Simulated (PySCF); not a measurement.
Species: C5H12N (charge +1).
Bonds: C1–C2 (double), C2–N3, N3–C4, N3–C5, N3–C6. Hydrogens: H7, H8 on C1; H9 on C2; H10, H11, H12 on C4; H13, H14, H15 on C5; H16, H17, H18 on C6.

Computed with PySCF at CAM-B3LYP/def2-SVPD, non-relativistic, on one gas-phase PBE0-D3(BJ)/def2-SVP geometry that isn't relaxed in the solvent. The solvent is an IEF-PCM continuum (Bondi radii, 1.10 Å for H, scaled by 1.2). The model holds no explicit solvent molecules, cavitation or dispersion.

Gas phase at CAM-B3LYP/def2-SVPD: HOMO -14.33 eV, LUMO -3.63 eV.

Task: What does the continuum do to the energy and the frontier levels at CAM-B3LYP/def2-SVPD in methanol and dimethylsulfoxide?

Result: 
```tsv
solvent	ε	E(solvent) − E(gas) (kcal/mol)	polarisation term (kcal/mol)	distortion of the solute (kcal/mol)	HOMO (eV)	LUMO (eV)
methanol	32.61	-54.45	-55.06	0.61	-10.09	0.57
dimethylsulfoxide	46.83	-54.98	-55.61	0.63	-10.05	0.61
```

The first energy column is the sum of the next two and covers electrostatics alone. From methanol to dimethylsulfoxide the lowering changes by a factor 1.01, Born's factor 1 − 1/ε by 1.01 and ε itself by 1.4.

Task: Which radius a makes Born's formula ΔE = −(q²/2a)(1 − 1/ε) give the value in dimethylsulfoxide?

Result: a = q²(1 − 1/ε)/(2|ΔE|) = 2.96 Å, with q = +1 e and |ΔE| = 0.0876 Eh; the farthest nucleus lies 3.22 Å from the centroid of the nuclei. The formula assumes a point charge at the centre of a sphere.

Task: How does the static polarisability (CAM-B3LYP/def2-SVPD, frozen core, with the continuum's full static response) change?

Result: 
```tsv
medium	isotropic (au)	principal values (au)	⟨r²⟩ of the electrons (bohr²)
gas	63.4	56.2, 60.0, 74.1	602.0
methanol	85.7	76.0, 80.9, 100.1	603.4
dimethylsulfoxide	86.1	76.4, 81.3, 100.6	603.5
```

The isotropic value in dimethylsulfoxide is 1.36 times the gas-phase one; no cavity-field correction is applied. ⟨r²⟩ is taken about the centre of nuclear charge.

Shape of the structure used: `[CH2:1]=[CH:2][N+:3]([CH3:4])([CH3:5])[CH3:6]`: C1–C2–N3–C4 -121°.
